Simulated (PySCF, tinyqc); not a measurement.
CIS and TDHF on RHF in the sto-6g basis, frozen core, for CH2, spin multiplicity 1, step by step (part 1 of 2). The lowest restricted solution is unstable here: a spin-polarised one lies 0.0357 hartree lower (PySCF). Computed by tinyqc, a small Python program that keeps every step (integrals from PySCF). Settings: charge = 0, multiplicity = 1, basis = sto-6g, method = RHF, frozen orbitals = 1, energy threshold = 1e-10, iteration cap = 73, orthogonalisation = symmetric, start = Wolfsberg-Helmholz matrix, DIIS depth = 6, TDHF = 1. Command: `OMP_NUM_THREADS=1 python tinyqc.py 25469 25470 out.jsonl` (the two numbers bound the seeds that draw the settings). One thread of a shared host (Intel(R) Xeon(R) Processor @ 2.60GHz), about 0.1 s of CPU time with the checks. The early iterations of the SCF are left out here.

## One-electron integrals

Geometry (angstrom):
```
atom,x,y,z
C,0.000000,0.000000,0.000000
H,0.000000,1.033000,0.606000
H,0.000000,-1.033000,0.606000
```

Basis sto-6g: exponents (1/bohr^2) and contraction coefficients of normalised primitives:
```
element,l (shell),exponent,coefficient
C,s (1),742.737049,0.009164
C,s (1),136.180025,0.049361
C,s (1),38.098264,0.168538
C,s (1),13.087782,0.370563
C,s (1),5.082369,0.416492
C,s (1),2.093200,0.130334
C,s (2),30.497239,-0.013253
C,s (2),6.036200,-0.046992
C,s (2),1.876046,-0.033785
C,s (2),0.721783,0.250242
C,s (2),0.313471,0.595117
C,s (2),0.143687,0.240706
C,p (3),30.497239,0.003760
C,p (3),6.036200,0.037679
C,p (3),1.876046,0.173897
C,p (3),0.721783,0.418036
C,p (3),0.313471,0.425860
C,p (3),0.143687,0.101708
H,s (1),35.523221,0.009164
H,s (1),6.513144,0.049361
H,s (1),1.822143,0.168538
H,s (1),0.625955,0.370563
H,s (1),0.243077,0.416492
H,s (1),0.100112,0.130334
```

Overlap, kinetic and nuclear-attraction integrals over the contracted functions; the nuclear repulsion is the sum of Za Zb / Rab.

nuclear repulsion = 5.55836651 hartree

overlap S:
```
,1C 1s,1C 2s,1C 2px,1C 2py,1C 2pz,2H 1s,3H 1s
1C 1s,1.000000,0.243228,0.000000,0.000000,0.000000,0.050499,0.050499
1C 2s,0.243228,1.000000,0.000000,0.000000,0.000000,0.431350,0.431350
1C 2px,0.000000,0.000000,1.000000,0.000000,0.000000,0.000000,0.000000
1C 2py,0.000000,0.000000,0.000000,1.000000,0.000000,0.369613,-0.369613
1C 2pz,0.000000,0.000000,0.000000,0.000000,1.000000,0.216830,0.216830
2H 1s,0.050499,0.431350,0.000000,0.369613,0.216830,1.000000,0.107819
3H 1s,0.050499,0.431350,0.000000,-0.369613,0.216830,0.107819,1.000000
```

kinetic energy T (hartree):
```
,1C 1s,1C 2s,1C 2px,1C 2py,1C 2pz,2H 1s,3H 1s
1C 1s,16.068641,-0.492789,0.000000,0.000000,0.000000,-0.009246,-0.009246
1C 2s,-0.492789,0.492405,0.000000,0.000000,0.000000,0.074457,0.074457
1C 2px,0.000000,0.000000,1.479234,0.000000,0.000000,0.000000,0.000000
1C 2py,0.000000,0.000000,0.000000,1.479234,0.000000,0.174438,-0.174438
1C 2pz,0.000000,0.000000,0.000000,0.000000,1.479234,0.102333,0.102333
2H 1s,-0.009246,0.074457,0.000000,0.174438,0.102333,0.768522,-0.012004
3H 1s,-0.009246,0.074457,0.000000,-0.174438,0.102333,-0.012004,0.768522
```

nuclear attraction V (hartree):
```
,1C 1s,1C 2s,1C 2px,1C 2py,1C 2pz,2H 1s,3H 1s
1C 1s,-34.891667,-3.833365,0.000000,0.000000,-0.014984,-0.896348,-0.896348
1C 2s,-3.833365,-6.028594,0.000000,0.000000,-0.151893,-2.161999,-2.161999
1C 2px,0.000000,0.000000,-5.957964,0.000000,0.000000,0.000000,0.000000
1C 2py,0.000000,0.000000,0.000000,-6.115093,0.000000,-1.715580,1.715580
1C 2pz,-0.014984,-0.151893,0.000000,0.000000,-6.012039,-1.037904,-1.037904
2H 1s,-0.896348,-2.161999,0.000000,-1.715580,-1.037904,-4.109868,-0.489806
3H 1s,-0.896348,-2.161999,0.000000,1.715580,-1.037904,-0.489806,-4.109868
```

core Hamiltonian H = T + V (hartree):
```
,1C 1s,1C 2s,1C 2px,1C 2py,1C 2pz,2H 1s,3H 1s
1C 1s,-18.823026,-4.326154,0.000000,0.000000,-0.014984,-0.905595,-0.905595
1C 2s,-4.326154,-5.536189,0.000000,0.000000,-0.151893,-2.087542,-2.087542
1C 2px,0.000000,0.000000,-4.478730,0.000000,0.000000,0.000000,0.000000
1C 2py,0.000000,0.000000,0.000000,-4.635858,0.000000,-1.541142,1.541142
1C 2pz,-0.014984,-0.151893,0.000000,0.000000,-4.532805,-0.935572,-0.935572
2H 1s,-0.905595,-2.087542,0.000000,-1.541142,-0.935572,-3.341346,-0.501810
3H 1s,-0.905595,-2.087542,0.000000,1.541142,-0.935572,-0.501810,-3.341346
```

## Two-electron integrals

Functions are numbered as in S; the eight-fold symmetry (ij|kl) = (ji|kl) = (kl|ij) leaves the list below.

Two-electron integrals (ij|kl) in chemists' order, unique and non-zero (hartree):
```
i,j,k,l,(ij|kl)
1,1,1,1,3.543743
2,1,1,1,0.529462
2,1,2,1,0.100317
2,2,1,1,0.853596
2,2,2,1,0.199930
2,2,2,2,0.624844
3,1,3,1,0.021271
3,2,3,1,0.031868
3,2,3,2,0.138108
3,3,1,1,0.853598
3,3,2,1,0.199930
3,3,2,2,0.624843
3,3,3,3,0.673218
4,1,4,1,0.021271
4,2,4,1,0.031868
4,2,4,2,0.138108
4,3,4,3,0.036281
4,4,1,1,0.853598
4,4,2,1,0.199930
4,4,2,2,0.624843
4,4,3,3,0.600655
4,4,4,4,0.673218
5,1,5,1,0.021271
5,2,5,1,0.031868
5,2,5,2,0.138108
5,3,5,3,0.036281
5,4,5,4,0.036281
5,5,1,1,0.853598
5,5,2,1,0.199930
5,5,2,2,0.624843
5,5,3,3,0.600655
5,5,4,4,0.600655
5,5,5,5,0.673218
6,1,1,1,0.115812
6,1,2,1,0.021125
6,1,2,2,0.041421
6,1,3,3,0.041265
6,1,4,1,0.001195
6,1,4,2,0.002315
6,1,4,4,0.041614
6,1,5,1,0.000701
6,1,5,2,0.001358
6,1,5,4,0.000205
6,1,5,5,0.041385
6,1,6,1,0.004575
6,2,1,1,0.280362
6,2,2,1,0.066657
6,2,2,2,0.229788
6,2,3,3,0.224308
6,2,4,1,0.005849
6,2,4,2,0.039232
6,2,4,4,0.236539
6,2,5,1,0.003431
6,2,5,2,0.023015
6,2,5,4,0.007176
6,2,5,5,0.228517
6,2,6,1,0.014492
6,2,6,2,0.112329
6,3,3,1,0.007099
6,3,3,2,0.036441
6,3,4,3,0.007631
6,3,5,3,0.004477
6,3,6,3,0.013571
6,4,1,1,0.209390
6,4,2,1,0.050476
6,4,2,2,0.184210
6,4,3,3,0.175046
6,4,4,1,0.010896
6,4,4,2,0.065307
6,4,4,4,0.199407
6,4,5,1,0.002228
6,4,5,2,0.016934
6,4,5,4,0.009815
6,4,5,5,0.178177
6,4,6,1,0.011498
6,4,6,2,0.106861
6,4,6,4,0.113334
6,5,1,1,0.122837
6,5,2,1,0.029612
6,5,2,2,0.108065
6,5,3,3,0.102689
6,5,4,1,0.002228
6,5,4,2,0.016934
6,5,4,4,0.108027
6,5,5,1,0.008406
6,5,5,2,0.046375
6,5,5,4,0.010762
6,5,5,5,0.113479
6,5,6,1,0.006745
6,5,6,2,0.062689
6,5,6,4,0.058525
6,5,6,5,0.047904
6,6,1,1,0.435258
6,6,2,1,0.105502
6,6,2,2,0.412902
6,6,3,3,0.391305
6,6,4,1,0.011453
6,6,4,2,0.103045
6,6,4,4,0.439507
6,6,5,1,0.006719
6,6,5,2,0.060450
6,6,5,4,0.028277
6,6,5,5,0.407893
6,6,6,1,0.023323
6,6,6,2,0.257946
6,6,6,4,0.270873
6,6,6,5,0.158905
6,6,6,6,0.774999
7,1,1,1,0.115812
7,1,2,1,0.021125
7,1,2,2,0.041421
7,1,3,3,0.041265
7,1,4,1,-0.001195
7,1,4,2,-0.002315
7,1,4,4,0.041614
7,1,5,1,0.000701
7,1,5,2,0.001358
7,1,5,4,-0.000205
7,1,5,5,0.041385
7,1,6,1,0.004428
7,1,6,2,0.013514
7,1,6,4,0.009745
7,1,6,5,0.006299
7,1,6,6,0.021264
7,1,7,1,0.004575
7,2,1,1,0.280362
7,2,2,1,0.066657
7,2,2,2,0.229788
7,2,3,3,0.224308
7,2,4,1,-0.005849
7,2,4,2,-0.039232
7,2,4,4,0.236539
7,2,5,1,0.003431
7,2,5,2,0.023015
7,2,5,4,-0.007176
7,2,5,5,0.228517
7,2,6,1,0.013514
7,2,6,2,0.078937
7,2,6,4,0.054408
7,2,6,5,0.042880
7,2,6,6,0.140157
7,2,7,1,0.014492
7,2,7,2,0.112329
7,3,3,1,0.007099
7,3,3,2,0.036441
7,3,4,3,-0.007631
7,3,5,3,0.004477
7,3,6,3,0.008854
7,3,7,3,0.013571
7,4,1,1,-0.209390
7,4,2,1,-0.050476
7,4,2,2,-0.184210
7,4,3,3,-0.175046
7,4,4,1,0.010896
7,4,4,2,0.065307
7,4,4,4,-0.199407
7,4,5,1,-0.002228
7,4,5,2,-0.016934
7,4,5,4,0.009815
7,4,5,5,-0.178177
7,4,6,1,-0.009745
7,4,6,2,-0.054408
7,4,6,4,-0.029888
7,4,6,5,-0.028997
7,4,6,6,-0.090495
7,4,7,1,-0.011498
7,4,7,2,-0.106861
7,4,7,4,0.113334
7,5,1,1,0.122837
7,5,2,1,0.029612
7,5,2,2,0.108065
7,5,3,3,0.102689
7,5,4,1,-0.002228
7,5,4,2,-0.016934
7,5,4,4,0.108027
7,5,5,1,0.008406
7,5,5,2,0.046375
7,5,5,4,-0.010762
7,5,5,5,0.113479
7,5,6,1,0.006299
7,5,6,2,0.042880
7,5,6,4,0.028997
7,5,6,5,0.031643
7,5,6,6,0.080525
7,5,7,1,0.006745
7,5,7,2,0.062689
7,5,7,4,-0.058525
7,5,7,5,0.047904
7,6,1,1,0.062144
7,6,2,1,0.014820
7,6,2,2,0.052879
7,6,3,3,0.051516
7,6,4,4,0.053115
7,6,5,1,0.001270
7,6,5,2,0.009044
7,6,5,5,0.054006
7,6,6,1,0.003136
7,6,6,2,0.022995
7,6,6,4,0.019057
7,6,6,5,0.014098
7,6,6,6,0.049258
7,6,7,1,0.003136
7,6,7,2,0.022995
7,6,7,4,-0.019057
7,6,7,5,0.014098
7,6,7,6,0.005825
7,7,1,1,0.435258
7,7,2,1,0.105502
7,7,2,2,0.412902
7,7,3,3,0.391305
7,7,4,1,-0.011453
7,7,4,2,-0.103045
7,7,4,4,0.439507
7,7,5,1,0.006719
7,7,5,2,0.060450
7,7,5,4,-0.028277
7,7,5,5,0.407893
7,7,6,1,0.021264
7,7,6,2,0.140157
7,7,6,4,0.090495
7,7,6,5,0.080525
7,7,6,6,0.255431
7,7,7,1,0.023323
7,7,7,2,0.257946
7,7,7,4,-0.270873
7,7,7,5,0.158905
7,7,7,6,0.049258
7,7,7,7,0.774999
```

## Orthogonalisation

S = U s U^T; symmetric (Loewdin) form X = U s^(-1/2) U^T, so that X^T S X = 1.

eigenvalues of S: 0.348593  0.420607  0.879050  1.000000  1.089272  1.471574  1.790903

X:
```
,1C 1s,1C 2s,1C 2px,1C 2py,1C 2pz,2H 1s,3H 1s
1C 1s,1.025328,-0.145131,0.000000,0.000000,-0.009205,0.021969,0.021969
1C 2s,-0.145131,1.221983,0.000000,0.000000,0.097776,-0.285943,-0.285943
1C 2px,0.000000,0.000000,1.000000,0.000000,0.000000,0.000000,0.000000
1C 2py,0.000000,0.000000,0.000000,1.146324,0.000000,-0.252363,0.252363
1C 2pz,-0.009205,0.097776,0.000000,0.000000,1.048097,-0.141142,-0.141142
2H 1s,0.021969,-0.285943,0.000000,-0.252363,-0.141142,1.195111,-0.024830
3H 1s,0.021969,-0.285943,0.000000,0.252363,-0.141142,-0.024830,1.195111
```

## Iteration 8 (converged): orbitals

converged F (hartree):
```
,1C 1s,1C 2s,1C 2px,1C 2py,1C 2pz,2H 1s,3H 1s
1C 1s,-11.139960,-2.849893,0.000000,0.000000,-0.024948,-0.598195,-0.598195
1C 2s,-2.849893,-1.366940,0.000000,0.000000,-0.063885,-0.610953,-0.610953
1C 2px,0.000000,0.000000,0.233516,0.000000,0.000000,0.000000,0.000000
1C 2py,0.000000,0.000000,0.000000,-0.197921,0.000000,-0.356325,0.356325
1C 2pz,-0.024948,-0.063885,0.000000,0.000000,-0.218528,-0.243521,-0.243521
2H 1s,-0.598195,-0.610953,0.000000,-0.356325,-0.243521,-0.411178,-0.157614
3H 1s,-0.598195,-0.610953,0.000000,0.356325,-0.243521,-0.157614,-0.411178
```

Diagonalise F' = X^T F X, C = X C', fill 4 alpha and 4 beta electrons from the bottom; D = 2 C_occ C_occ^T. Each column has its largest component positive (the first on a tie).

F' = X^T F X (hartree):
```
,1,2,3,4,5,6,7
1,-10.938214,-1.455455,0.000000,0.000000,-0.042504,-0.078580,-0.078580
2,-1.455455,-0.592783,0.000000,0.000000,0.117310,-0.388046,-0.388046
3,0.000000,0.000000,0.233516,0.000000,0.000000,0.000000,0.000000
4,0.000000,0.000000,0.000000,0.119947,0.000000,-0.408368,0.408368
5,-0.042504,0.117310,0.000000,0.000000,-0.109498,-0.244921,-0.244921
6,-0.078580,-0.388046,0.000000,-0.408368,-0.244921,-0.003497,-0.039722
7,-0.078580,-0.388046,0.000000,0.408368,-0.244921,-0.039722,-0.003497
```

orbital energies (hartree): MO1 -11.142262, MO2 -0.791524, MO3 -0.500948, MO4 -0.285324, MO5 0.233516, MO6 0.535397, MO7 0.657121

coefficients C:
```
,MO1,MO2,MO3,MO4,MO5,MO6,MO7
1C 1s,0.995986,-0.211032,0.000000,0.115911,0.000000,-0.153144,0.000000
1C 2s,0.017749,0.707628,0.000000,-0.559363,0.000000,0.934587,0.000000
1C 2px,0.000000,0.000000,0.000000,0.000000,1.000000,0.000000,0.000000
1C 2py,0.000000,0.000000,0.519398,0.000000,0.000000,0.000000,1.082432
1C 2pz,0.003991,0.137138,0.000000,0.799550,0.000000,0.699922,0.000000
2H 1s,-0.004055,0.268710,0.459758,0.237401,0.000000,-0.811397,-0.772293
3H 1s,-0.004055,0.268710,-0.459758,0.237401,0.000000,-0.811397,0.772293
```

D after iteration 8:
```
,1C 1s,1C 2s,1C 2px,1C 2py,1C 2pz,2H 1s,3H 1s
1C 1s,2.099914,-0.392982,0.000000,0.000000,0.135424,-0.066456,-0.066456
1C 2s,-0.392982,1.627879,0.000000,0.000000,-0.700251,0.114562,0.114562
1C 2px,0.000000,0.000000,0.000000,0.000000,0.000000,0.000000,0.000000
1C 2py,0.000000,0.000000,0.000000,0.539549,0.000000,0.477596,-0.477596
1C 2pz,0.135424,-0.700251,0.000000,0.000000,1.316205,0.453296,0.453296
2H 1s,-0.066456,0.114562,0.000000,0.477596,0.453296,0.679917,-0.165594
3H 1s,-0.066456,0.114562,0.000000,-0.477596,0.453296,-0.165594,0.679917
```

## Convergence

Stop when the energy changes by less than 1e-10 hartree and every element of the error matrix X^T (F D S - S D F) X is below 3e-06.

Course of the cycle:
```
iteration,E (hartree),change,largest element of the error matrix
1,-38.55047280,-,3.26e-01
2,-38.71484216,-1.64e-01,6.77e-02
3,-38.72578029,-1.09e-02,2.69e-02
4,-38.72733618,-1.56e-03,3.97e-03
5,-38.72738816,-5.20e-05,6.18e-04
6,-38.72738935,-1.19e-06,1.04e-05
7,-38.72738935,-1.21e-10,1.22e-07
8,-38.72738935,0.000000,5.61e-10
```

PySCF RHF in the same basis = -38.72738935 hartree

Converged in 8 iterations.

## Integrals over molecular orbitals

(pq|rs) = sum C_ip C_jq C_kr C_ls (ij|kl), one index at a time.

one-electron integrals over orbitals h = C^T H C (hartree):
```
,1,2,3,4,5,6,7
1,-18.811946,0.361854,0.000000,-0.187795,0.000000,0.263106,0.000000
2,0.361854,-4.507478,0.000000,0.224479,0.000000,-0.829588,0.000000
3,0.000000,0.000000,-3.923152,0.000000,0.000000,0.000000,-0.887415
4,-0.187795,0.224479,0.000000,-4.323121,0.000000,-0.402499,0.000000
5,0.000000,0.000000,0.000000,0.000000,-4.478730,0.000000,0.000000
6,0.263106,-0.829588,0.000000,-0.402499,0.000000,-3.507882,0.000000
7,0.000000,0.000000,-0.887415,0.000000,0.000000,0.000000,-3.665552
```

Two-electron integrals over orbitals (pq|rs), unique and non-zero (hartree); the lowest 1 orbital is frozen and left out:
```
p,q,r,s,(pq|rs)
2,2,2,2,0.536477
3,2,3,2,0.140749
3,3,2,2,0.501041
3,3,3,3,0.511285
4,2,2,2,0.019131
4,2,3,3,0.020271
4,2,4,2,0.079330
4,3,3,2,0.026503
4,3,4,3,0.034011
4,4,2,2,0.499488
4,4,3,3,0.457474
4,4,4,2,-0.087603
4,4,4,4,0.655804
5,2,5,2,0.091272
5,3,5,3,0.019071
5,4,5,2,-0.038736
5,4,5,4,0.049911
5,5,2,2,0.542811
5,5,3,3,0.472891
5,5,4,2,-0.048668
5,5,4,4,0.578312
5,5,5,5,0.673218
6,2,2,2,0.084280
6,2,3,3,0.025007
6,2,4,2,0.000322
6,2,4,4,0.074821
6,2,5,5,0.125871
6,2,6,2,0.097694
6,3,3,2,-0.070164
6,3,4,3,-0.032070
6,3,6,3,0.087326
6,4,2,2,0.037399
6,4,3,3,0.004095
6,4,4,2,-0.009156
6,4,4,4,0.062219
6,4,5,5,0.055794
6,4,6,2,0.051647
6,4,6,4,0.037662
6,5,5,2,0.054980
6,5,5,4,-0.011654
6,5,6,5,0.042133
6,6,2,2,0.521299
6,6,3,3,0.501006
6,6,4,2,0.054615
6,6,4,4,0.449227
6,6,5,5,0.492737
6,6,6,2,0.059586
6,6,6,4,0.021503
6,6,6,6,0.558162
7,2,3,2,0.004117
7,2,4,3,-0.031319
7,2,6,3,0.046093
7,2,7,2,0.055131
7,3,2,2,0.063515
7,3,3,3,0.027307
7,3,4,2,-0.057499
7,3,4,4,0.122476
7,3,5,5,0.130194
7,3,6,2,0.075959
7,3,6,4,0.046131
7,3,6,6,0.007360
7,3,7,3,0.118976
7,4,3,2,-0.070087
7,4,4,3,0.005567
7,4,6,3,0.041285
7,4,7,2,-0.009282
7,4,7,4,0.060846
7,5,5,3,0.018521
7,5,7,5,0.022620
7,6,3,2,0.111355
7,6,4,3,0.038453
7,6,6,3,-0.079276
7,6,7,2,-0.022436
7,6,7,4,-0.052211
7,6,7,6,0.114259
7,7,2,2,0.513030
7,7,3,3,0.511847
7,7,4,2,-0.014038
7,7,4,4,0.520067
7,7,5,5,0.523767
7,7,6,2,0.045572
7,7,6,4,0.016505
7,7,6,6,0.507811
7,7,7,3,0.068203
7,7,7,7,0.554326
```

## CIS matrix, singlets

A(ia,jb) = (e_a - e_i) d_ij d_ab + 2 (ia|jb) - (ij|ab).

CIS matrix A, singlet (hartree):
```
,2>5,2>6,2>7,3>5,3>6,3>7,4>5,4>6,4>7
2>5,0.664774,0.000000,0.000000,0.000000,0.000000,0.000000,-0.028805,0.000000,0.000000
2>6,0.000000,1.001010,0.000000,0.000000,0.000000,0.040563,0.000000,0.048678,0.000000
2>7,0.000000,0.000000,1.045877,0.000000,-0.019170,0.000000,0.000000,0.000000,-0.004526
3>5,0.000000,0.000000,0.000000,0.299715,0.000000,0.000000,0.000000,0.000000,0.000000
3>6,0.000000,0.000000,-0.019170,0.000000,0.709991,0.000000,0.000000,0.000000,0.044117
3>7,0.000000,0.040563,0.000000,0.000000,0.000000,0.884173,0.000000,0.053810,0.000000
4>5,-0.028805,0.000000,0.000000,0.000000,0.000000,0.000000,0.040351,0.000000,0.000000
4>6,0.000000,0.048678,0.000000,0.000000,0.000000,0.053810,0.000000,0.446818,0.000000
4>7,0.000000,0.000000,-0.004526,0.000000,0.044117,0.000000,0.000000,0.000000,0.544071
```

## CIS singlet states

dipole integrals <i|r|a> (bohr):
```
,x,y,z
2>5,0.743665,0.000000,0.000000
2>6,0.000000,0.000000,-0.141743
2>7,0.000000,-0.316343,0.000000
3>5,0.000000,0.000000,0.000000
3>6,0.000000,-1.108543,0.000000
3>7,0.000000,0.000000,-0.684107
4>5,-0.314085,0.000000,0.000000
4>6,0.000000,0.000000,-0.265137
4>7,0.000000,-0.754080,0.000000
```

Diagonalise A (1 hartree = 27.211386 eV); each vector has its largest component positive (the first on a tie). The transition dipole is mu = sqrt2 sum c_ia <i|r|a>.

singlet excitation energies (eV): 1.061937  8.155665  11.889232  14.505574  18.125500  19.586804  23.794840  27.772931  28.492145

lowest vectors:
```
,state 1,state 2,state 3,state 4,state 5,state 6
2>5,0.045984,0.000000,0.000000,0.000000,0.998942,0.000000
2>6,0.000000,0.000000,-0.077425,0.000000,0.000000,0.000000
2>7,0.000000,0.000000,0.000000,-0.000482,0.000000,0.060292
3>5,0.000000,1.000000,0.000000,0.000000,0.000000,0.000000
3>6,0.000000,0.000000,0.000000,-0.241999,0.000000,0.968504
3>7,0.000000,0.000000,-0.112167,0.000000,0.000000,0.000000
4>5,0.998942,0.000000,0.000000,0.000000,-0.045984,0.000000
4>6,0.000000,0.000000,0.990668,0.000000,0.000000,0.000000
4>7,0.000000,0.000000,0.000000,0.970276,0.000000,0.241587
```

oscillator strengths 2/3 w |mu|^2: 0.004067  0.000000  0.017831  0.152528  0.509375  1.559870

## TDHF (RPA) singlet states

B(ia,jb) = 2 (ia|jb) - (ib|ja); the squared energies are the eigenvalues of (A - B)(A + B); 1 hartree = 27.211386 eV.

TDHF matrix B, singlet (hartree):
```
,2>5,2>6,2>7,3>5,3>6,3>7,4>5,4>6,4>7
2>5,0.091272,0.000000,0.000000,0.000000,0.000000,0.000000,-0.038736,0.000000,0.000000
2>6,0.000000,0.097694,0.000000,0.000000,0.000000,0.105826,0.000000,0.051647,0.000000
2>7,0.000000,0.000000,0.055131,0.000000,0.016226,0.000000,0.000000,0.000000,-0.009282
3>5,0.000000,0.000000,0.000000,0.019071,0.000000,0.000000,0.000000,0.000000,0.000000
3>6,0.000000,0.000000,0.016226,0.000000,0.087326,0.000000,0.000000,0.000000,0.036438
3>7,0.000000,0.105826,0.000000,0.000000,0.000000,0.118976,0.000000,0.050978,0.000000
4>5,-0.038736,0.000000,0.000000,0.000000,0.000000,0.000000,0.049911,0.000000,0.000000
4>6,0.000000,0.051647,0.000000,0.000000,0.000000,0.050978,0.000000,0.037662,0.000000
4>7,0.000000,0.000000,-0.009282,0.000000,0.036438,0.000000,0.000000,0.000000,0.060846
```

squared energies w^2 (hartree^2): -0.000822  0.089465  0.188999  0.281376  0.432212  0.506465  0.750412  0.999792  1.093064

TDHF energies from the positive w^2 (eV): 8.139139  11.829883  14.434260  17.889527  19.365352  23.572230  27.208554  28.449426

A + B or A - B has a negative eigenvalue: the restricted solution is unstable towards a lower one, a negative w^2 means an imaginary energy, and the lowest roots have no physical meaning.

## CIS matrix, triplets

A(ia,jb) = (e_a - e_i) d_ij d_ab - (ij|ab).

CIS matrix A, triplet (hartree):
```
,2>5,2>6,2>7,3>5,3>6,3>7,4>5,4>6,4>7
2>5,0.482230,0.000000,0.000000,0.000000,0.000000,0.000000,0.048668,0.000000,0.000000
2>6,0.000000,0.805623,0.000000,0.000000,0.000000,-0.111355,0.000000,-0.054615,0.000000
2>7,0.000000,0.000000,0.935616,0.000000,-0.111355,0.000000,0.000000,0.000000,0.014038
3>5,0.000000,0.000000,0.000000,0.261574,0.000000,0.000000,0.000000,0.000000,0.000000
3>6,0.000000,0.000000,-0.111355,0.000000,0.535339,0.000000,0.000000,0.000000,-0.038453
3>7,0.000000,-0.111355,0.000000,0.000000,0.000000,0.646222,0.000000,-0.038453,0.000000
4>5,0.048668,0.000000,0.000000,0.000000,0.000000,0.000000,-0.059471,0.000000,0.000000
4>6,0.000000,-0.054615,0.000000,0.000000,0.000000,-0.038453,0.000000,0.371495,0.000000
4>7,0.000000,0.000000,0.014038,0.000000,-0.038453,0.000000,0.000000,0.000000,0.422378
```

## CIS triplet states

Diagonalise A (1 hartree = 27.211386 eV); each vector has its largest component positive (the first on a tie).

triplet excitation energies (eV): -1.736320  7.117779  9.650899  11.147754  13.240188  14.099647  16.430659  23.534029  26.272811

lowest vectors:
```
,state 1,state 2,state 3,state 4,state 5,state 6
2>5,-0.088777,0.000000,0.000000,0.000000,0.996052,0.000000
2>6,0.000000,0.000000,0.164229,0.000000,0.000000,0.000000
2>7,0.000000,0.000000,0.000000,0.044252,0.000000,0.253747
3>5,0.000000,1.000000,0.000000,0.000000,0.000000,0.000000
3>6,0.000000,0.000000,0.000000,0.327963,0.000000,0.909912
3>7,0.000000,0.000000,0.190376,0.000000,0.000000,0.000000
4>5,0.996052,0.000000,0.000000,0.000000,0.088777,0.000000
4>6,0.000000,0.000000,0.967877,0.000000,0.000000,0.000000
4>7,0.000000,0.000000,0.000000,0.943654,0.000000,-0.328135
```

A negative triplet energy shows that the restricted solution is unstable towards a spin-polarised one.
